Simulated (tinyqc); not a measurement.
Inside a calculation. Method: RHF in the sto-3g basis, for H2O, spin multiplicity 1. One step of it, computed by the program tinyqc.

Problem. Orthogonalisation. S = U s U^T; symmetric (Loewdin) form X = U s^(-1/2) U^T, so that X^T S X = 1.

overlap S, lower triangle:
```
           1O 1s     1O 2s    1O 2px     1O 2py    1O 2pz     2H 1s     3H 1s
1O 1s   1.000000
1O 2s   0.236704  1.000000
1O 2px  0.000000  0.000000  1.000000
1O 2py  0.000000  0.000000  0.000000   1.000000
1O 2pz  0.000000  0.000000  0.000000   0.000000  1.000000
2H 1s   0.063460  0.520845  0.000000   0.303435  0.284704  1.000000
3H 1s   0.059479  0.502106  0.000000  -0.296980  0.278752  0.331759  1.000000
```

Give: eigenvalues of S; X.

Solution.

eigenvalues of S: 0.305  0.380  0.878  1.000  1.101  1.290  2.047

X, lower triangle:
```
         1O 1s   1O 2s  1O 2px  1O 2py  1O 2pz   2H 1s  3H 1s
1O 1s    1.024
1O 2s   -0.146   1.291
1O 2px   0.000   0.000   1.000
1O 2py   0.000   0.008   0.000   1.118
1O 2pz  -0.012   0.146   0.000   0.004   1.079
2H 1s    0.023  -0.340   0.000  -0.251  -0.182   1.272
3H 1s    0.022  -0.314   0.000   0.241  -0.172  -0.129  1.249
```
